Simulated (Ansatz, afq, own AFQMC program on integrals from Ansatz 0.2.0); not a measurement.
# AlSiH₂ (quartet): AFQMC on the coupled-cluster ladder, cc-pVDZ, part 2 of 2

Ansatz 0.2.0, Gaussian basis, and an in-house AFQMC program (afq) on its integrals; all values are calculated; cc-pVDZ, frozen cores. The steps go on from the part before.

## Step 9: CCSDT(Q) on UHF

File in.yaml:

```yaml
crystal:
  periodic: [false, false, false]
  atoms:
    - {symbol: Si, position_ang: [0.000000, 0.000000, 1.249328]}
    - {symbol: Al, position_ang: [0.000000, 0.000000, -1.159384]}
    - {symbol: H, position_ang: [0.000000, 1.405470, -1.888034]}
    - {symbol: H, position_ang: [0.000000, -1.405470, -1.888034]}
basis:
  gaussian: {orbitals: cc-pVDZ}
magnetization: {spin_polarized: true, initial_magnetization: 3}
correlation: {method: ccsdt_q, electrons: outside_noble_gas}
```

Launch:

```
$ ansatz run in.yaml --threads 1 --pin off --events-out ev --progress --plain --max-ram 1843MiB
```

Log (excerpt; [...] marks lines left out):

```text
Functional definition: HF
  name "HF"
  cite "Fock, Z. Phys. 61, 126 (1930) doi:10.1007/BF01340294"
  parent pbe
[...]
868 factors; integrals over basis functions are off by at most 1.4e-7 eV
[...]
mean field -14474.53262258 eV, -531.9292626893 hartree, gradient 2.9e-6 eV, S^2 3.752694; 1 other end points of the search recorded, 0 dependent functions left out
determinant -14474.53262258 eV, -531.9292626893 hartree, with singles and doubles -14478.60772045 eV, -532.0790197736 hartree
determinant -14471.54379362 eV, -531.8194252510 hartree, with singles and doubles -14475.68913331 eV, -531.9717636747 hartree
10 core orbitals not correlated: weight in the atoms' cores, before any rotation towards them, 1.000 or more for the frozen orbitals, at most 0.000 for the correlated occupied ones
reference -14474.53262258 eV, -531.9292626893 hartree; 6, 3 occupied and 30, 33 virtual orbitals, 868 factors
second order -3.14516697 eV of doubles, -0.00000000 eV of singles
cycle   1  -3.79472746 eV  change   -6.5e-1 eV  update   7.7e-2
[...]
cycle  16  -4.21798589 eV  change    3.7e-7 eV  update   2.9e-7
perturbative correction -0.00619051 eV, -0.0002274969 hartree
Total energy: -14478.75679898 eV, -532.0844983086 hartree
```

It took 12 s on 1 thread of Arm Neoverse V1, shared host.

From the report: ⟨S²⟩ of the determinant 3.753 (pure quartet: 3.75); correlation -4.2242 eV; T1 0.031; largest double amplitude 0.07.

## Step 10: Phaseless AFQMC, CISD trial on UHF

It reads the integrals that the CCSD(T) run on this determinant wrote.

Launch:

```
$ afq ham --method phaseless --trial cisd --walkers 60 --populations 1 --least-time 40 --time-step 0.005 --steps-per-block 50 --equilibration-blocks 28 --max-blocks 300 --target-error 0.00036 --factor-cut 1e-05 --start spin_pure --seed 4546 --release-times 0.24,0.51,0.99,1.62,2.4 --release-step 0.03 --release-every 4 --taylor-order 6
```

Log:

```text
orbitals 36  electrons 6 3  factors 266 of 451
reference energy -531.92926082 Eh
CCSD correlation -0.14976516 Eh in 11 cycles, weight of the determinant in the CISD state 0.8797
energy of the start -532.078971 Eh
 block  time / (1/Eh)  mean weight  energy / Eh
     1     0.250  0.9989  -532.077272
     2     0.500  0.9993  -532.077525
     3     0.750  0.9988  -532.078238
     4     1.000  0.9982  -532.079890
     5     1.250  0.9992  -532.083224
     6     1.500  0.9994  -532.085855
     7     1.750  1.0008  -532.085369
     8     2.000  0.9997  -532.086026
     9     2.250  0.9996  -532.082421
    10     2.500  1.0001  -532.082204
    11     2.750  1.0011  -532.083640
    16     4.000  0.9982  -532.081248
    21     5.250  1.0005  -532.083668
    26     6.500  0.9997  -532.083417
    31     7.750  0.9979  -532.081010
    36     9.000  1.0007  -532.082980
    41    10.250  0.9985  -532.083074
    46    11.500  0.9994  -532.086318
    51    12.750  1.0028  -532.082630
    56    14.000  1.0000  -532.082462
    61    15.250  0.9975  -532.083197
    66    16.500  0.9986  -532.081566
    71    17.750  1.0002  -532.084061
    76    19.000  0.9997  -532.087812
    81    20.250  1.0005  -532.085158
    86    21.500  1.0008  -532.083680
    91    22.750  0.9986  -532.084843
    96    24.000  1.0015  -532.083747
   101    25.250  1.0001  -532.083214
   106    26.500  0.9989  -532.087995
   111    27.750  0.9996  -532.082951
   116    29.000  0.9997  -532.083382
   121    30.250  0.9990  -532.085100
   126    31.500  1.0006  -532.095531
   131    32.750  1.0003  -532.084785
   136    34.000  1.0014  -532.086088
   141    35.250  0.9994  -532.092294
   146    36.500  1.0005  -532.084998
   151    37.750  0.9991  -532.086505
   156    39.000  1.0006  -532.083455
   161    40.250  0.9992  -532.086262
   166    41.500  1.0017  -532.083231
   171    42.750  1.0006  -532.081853
   176    44.000  0.9986  -532.092904
   181    45.250  1.0010  -532.085998
   186    46.500  1.0030  -532.084916
   191    47.750  1.0014  -532.085768
   196    49.000  0.9998  -532.082866
   201    50.250  1.0013  -532.086629
   206    51.500  0.9998  -532.083831
   211    52.750  1.0004  -532.083116
   216    54.000  0.9997  -532.083888
blocks merged  error / Eh  count
     1  0.000197  190
     2  0.000239  95
     4  0.000284  47
     8  0.000337  23
    16  0.000437  11
released: time / (1/Eh)  energy / Eh  error  mean overlap
  0.24  -532.084690  0.000327  1.0037
  0.51  -532.084844  0.000321  0.9917
  0.99  -532.084784  0.000316  0.9930
  1.62  -532.084693  0.000378  0.9934
  2.40  -532.085320  0.000349  0.9435
energy -532.085012 +/- 0.000337 Eh
```

It took 4.2 min on 1 thread of Arm Neoverse V1, shared host.

Energy -14478.7708 ± 0.0092 eV. Caveats: constraint bias not in the error. The error still grows with block length (0.0077 to 0.0119 eV), so the bar may be too small.

## Step 11: Phaseless AFQMC, single-determinant trial on UHF

It reads the integrals that the CCSD(T) run on this determinant wrote.

Launch:

```
$ afq ham --method phaseless --trial hf --walkers 120 --populations 1 --least-time 40 --time-step 0.005 --steps-per-block 20 --equilibration-blocks 112 --max-blocks 600 --target-error 0.00108 --factor-cut 1e-05 --start spin_pure --seed 300 --taylor-order 6
```

Log:

```text
orbitals 36  electrons 6 3  factors 266 of 451
reference energy -531.92926082 Eh
CCSD correlation -0.14976516 Eh in 11 cycles, weight of the determinant in the CISD state 0.8797
energy of the start -531.929303 Eh
 block  time / (1/Eh)  mean weight  energy / Eh
     1     0.100  1.0010  -531.950958
     2     0.200  1.0002  -531.967937
     3     0.300  1.0021  -531.981229
     4     0.400  1.0005  -531.992804
     5     0.500  1.0007  -532.001329
     6     0.600  1.0002  -532.009341
     7     0.700  1.0004  -532.015404
     8     0.800  1.0001  -532.023952
     9     0.900  0.9994  -532.026813
    10     1.000  1.0008  -532.035663
    18     1.800  0.9999  -532.059162
    35     3.500  0.9988  -532.085834
    52     5.200  1.0001  -532.077852
    69     6.900  1.0000  -532.085159
    86     8.600  0.9996  -532.092194
   103    10.300  0.9989  -532.085764
   120    12.000  0.9989  -532.083328
   137    13.700  1.0000  -532.078220
   154    15.400  0.9999  -532.079146
   171    17.100  1.0010  -532.083121
   188    18.800  0.9993  -532.097474
   205    20.500  0.9990  -532.091832
   222    22.200  1.0007  -532.082231
   239    23.900  1.0014  -532.071451
   256    25.600  0.9986  -532.067689
   273    27.300  0.9987  -532.086942
   290    29.000  1.0012  -532.102146
   307    30.700  0.9987  -532.087750
   324    32.400  0.9984  -532.075319
   341    34.100  1.0021  -532.096003
   358    35.800  1.0000  -532.095038
   375    37.500  1.0002  -532.086425
   392    39.200  0.9998  -532.092943
   409    40.900  0.9993  -532.093728
   426    42.600  0.9999  -532.080330
   443    44.300  0.9995  -532.083855
   460    46.000  1.0004  -532.090624
   477    47.700  0.9995  -532.093791
   494    49.400  0.9999  -532.078075
   511    51.100  1.0014  -532.095784
   528    52.800  1.0009  -532.091612
   545    54.500  1.0011  -532.086520
   562    56.200  0.9993  -532.074198
   579    57.900  1.0014  -532.093598
   596    59.600  0.9987  -532.089224
   613    61.300  1.0014  -532.080604
   630    63.000  0.9989  -532.074311
   647    64.700  0.9993  -532.087772
   664    66.400  0.9984  -532.100545
   681    68.100  0.9998  -532.085160
   698    69.800  0.9995  -532.071090
blocks merged  error / Eh  count
     1  0.000354  600
     2  0.000479  300
     4  0.000636  150
     8  0.000814  75
    16  0.001076  37
    32  0.001238  18
    64  0.001130  9
energy -532.085526 +/- 0.001238 Eh
```

Run time: 4.2 min. Hardware: 1 thread of Arm Neoverse V1, shared host.

Energy -14478.7848 ± 0.0337 eV. Caveats: constraint bias not in the error.

## Step 12: Free-projection AFQMC, CISD trial on UHF

It reads the integrals that the CCSD(T) run on this determinant wrote.

Launch:

```
$ afq ham --method free --trial cisd --walkers 60 --time-step 0.03 --max-blocks 80 --target-error 0.00036 --factor-cut 1e-05 --seed 9795 --times 0,0.3,0.6,1.2,1.8,2.4,3.6,4.8,6 --taylor-order 8
```

Log:

```text
orbitals 36  electrons 6 3  factors 266 of 451
reference energy -531.92926082 Eh
CCSD correlation -0.14976516 Eh in 11 cycles, weight of the determinant in the CISD state 0.8797
repeat  energy at the last time / Eh  error
    10  -532.082817  0.000867
    20  -532.083608  0.000860
    30  -532.083441  0.000633
    40  -532.083700  0.000539
    50  -532.083986  0.000471
    60  -532.084255  0.000446
    70  -532.084303  0.000396
    80  -532.084366  0.000363
time / (1/Eh)  energy / Eh  error  mean overlap
  0.00  -532.078933  0.000067  1.1358
  0.30  -532.081124  0.000095  1.1360
  0.60  -532.082175  0.000107  1.1408
  1.20  -532.083547  0.000126  1.1264
  1.80  -532.083931  0.000158  1.1360
  2.40  -532.084040  0.000175  1.1461
  3.60  -532.084281  0.000213  1.1369
  4.80  -532.084212  0.000233  1.1406
  6.00  -532.084366  0.000363  1.1483
energy -532.084366 +/- 0.000363 Eh
```

Wall time 4.6 min (1 thread of Arm Neoverse V1, shared host).

Energy -14478.7532 ± 0.0099 eV. Caveats: remainder of the start not in the error.

## Step 13: All levels side by side

On the UHF determinant, counted from CCSDT(Q) (a yardstick, not exact):

```tsv
level	energy (eV)	from CCSDT(Q) (kcal/mol)	statistical error (kcal/mol)	time
HF	-14474.5326	+97.41		
MP2	-14477.6777	+24.88		
CCSD	-14478.6079	+3.43		
CCSD(T)	-14478.7181	+0.89		
CCSDT(Q)	-14478.7568	0.00		
Phaseless AFQMC, CISD trial, step 0.005, 60 walkers	-14478.7708	-0.32	0.21	4.2 min
Phaseless AFQMC, single-determinant trial, step 0.005, 120 walkers	-14478.7848	-0.65	0.78	4.2 min
Free-projection AFQMC, CISD trial, step 0.03, 60 walkers	-14478.7532	+0.08	0.23	4.6 min
```

The functionals' totals stand on their own zeros and serve differences with other points: PBE -14495.616 eV; r2SCAN -14502.068 eV; PBE0 -14497.104 eV; B3LYP -14504.575 eV; wB97M-V -14502.156 eV; B2PLYP -14496.688 eV.

## Step 14: Summary of results

What follows sums up all 2 parts.

| quantity | value |
| --- | --- |
| CCSD(T) on UHF from CCSDT(Q) | +0.89 kcal/mol |
| Phaseless AFQMC, CISD trial on UHF from CCSDT(Q) | -0.32 ± 0.21 kcal/mol |
| Phaseless AFQMC, single-determinant trial on UHF from CCSDT(Q) | -0.65 ± 0.78 kcal/mol |
| Free-projection AFQMC, CISD trial on UHF from CCSDT(Q) | +0.08 ± 0.23 kcal/mol |

**Reading.** On UHF the phaseless walk with the CISD trial lies -0.32 kcal/mol from CCSDT(Q), within three error bars. Free projection has no constraint; at the last time it gives +0.08 ± 0.23 kcal/mol, and from a start that isn't spin pure other spins can mix in. Error bars are statistical and leave out the constraint, the time step and what remains of the start.
